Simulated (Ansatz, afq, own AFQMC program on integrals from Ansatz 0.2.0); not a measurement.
AFQMC on a folder of integrals that Ansatz 0.2.0 wrote.

```yaml
crystal:
  periodic: [false, false, false]
  atoms:
    - {symbol: Si, position_ang: [0.000000, 0.161143, -0.187491]}
    - {symbol: H, position_ang: [0.000000, -2.919134, -1.961443]}
    - {symbol: H, position_ang: [1.046463, -0.785493, 3.592872]}
    - {symbol: H, position_ang: [-1.046463, -0.785493, 3.592872]}
basis:
  gaussian: {orbitals: cc-pVDZ}
total_charge: 1
magnetization: {spin_polarized: true, initial_magnetization: 2}
correlation: {method: ccsd_t, electrons: outside_noble_gas, hamiltonian_folder: ham}
```

```sh
$ ansatz run in.yaml --threads 1 --pin off --events-out ev --progress --plain --max-ram 15360MiB --backend cuda --devices 0, --max-vram 18GiB
```

afq runs on the folder ham with

```
--method phaseless --trial hf --walkers 4000 --populations 20 --least-time 40 --time-step 0.005 --steps-per-block 20 --equilibration-blocks 160 --max-blocks 4000 --target-error 0.00145 --factor-cut 1e-05 --start spin_pure --seed 8828 --taylor-order 6
```

Times are imaginary, in 1/Eh. The walk had a cap of 49 s. With eight or more populations the least sampling time is a fifth of least-time, and the error comes from their spread.

Log:

```
orbitals 28  electrons 4 2  factors 146 of 319
reference energy -290.07180176 Eh
CCSD correlation -0.06588937 Eh in 46 cycles, weight of the determinant in the CISD state 0.5270
energy of the start -290.079128 Eh
 block  time / (1/Eh)  mean weight  energy / Eh
     1     0.100  1.0000  -290.085830
     2     0.200  1.0001  -290.091751
     3     0.300  1.0001  -290.096733
     4     0.400  1.0001  -290.101139
     5     0.500  1.0004  -290.104844
     8     0.800  1.0001  -290.113880
    13     1.300  1.0001  -290.124022
    31     3.100  0.9998  -290.138287
    49     4.900  1.0000  -290.138980
    61     6.100  1.0002  -290.140193
    67     6.700  1.0001  -290.138197
    85     8.500  1.0000  -290.137758
   103    10.300  0.9998  -290.138379
   121    12.100  1.0000  -290.136407
   139    13.900  0.9999  -290.138790
   157    15.700  1.0000  -290.138121
   175    17.500  1.0001  -290.136140
   181    18.100  1.0001  -290.134018
   193    19.300  1.0002  -290.137261
   211    21.100  0.9998  -290.136230
   229    22.900  1.0002  -290.136966
   235    23.500  1.0002  -290.135227
error from the spread of 20 populations
energy -290.136074 +/- 0.000525 Eh
(rows thinned)
```

The run passed its tests (sampling time, drift between the halves within three errors, error under three times the target), which doesn't prove that it has relaxed.

Against this walk (error 14.3 meV) on the same determinant: CCSD(T) 64.1 meV lower, CCSDT(Q) 73.6 meV lower, CCSDTQ 74.2 meV lower, full CI 74.3 meV lower, a separate phaseless walk with a CISD trial and standard settings 43.9 ± 15.2 meV lower. The error is statistical and leaves out the bias of the constraint. The determinant has ⟨S²⟩ = 2.93, so the low cluster orders mix in higher spin, while the walk starts as a pure triplet. Full CI is exact here, so the walk's 74 meV above it is the walk's own error: the bias of the constraint with this trial. It lies above even CCSD, by 44 meV. The determinant is a poor start (see the cautions), so the low cluster orders aren't to be relied on, and full CI is the sure value.

Cautions: constraint bias not in the error; lower spins were not checked; strong correlation (T1 0.103, weight of the determinant 0.53, largest double 0.70); unrestricted determinant spin contaminated (⟨S²⟩ 2.93 against 2.00); the CCSD(T) amplitudes may be one of several solutions (largest double 0.70); the CCSDT(Q) amplitudes may be one of several solutions (largest double 0.70); the CCSDTQ amplitudes may be one of several solutions (largest double 0.70).

The walk took 16 s on 1 × NVIDIA H100 80GB HBM3 with 2 threads of AMD EPYC 7R13 Processor (Zen 3), on a shared host (the card was shared). The log's last line is the phaseless energy.

CCSDT and higher add their correlation energy to the determinant of the CCSD(T) run, since their own runs factorise the integrals more tightly (a shift of under 2 meV).
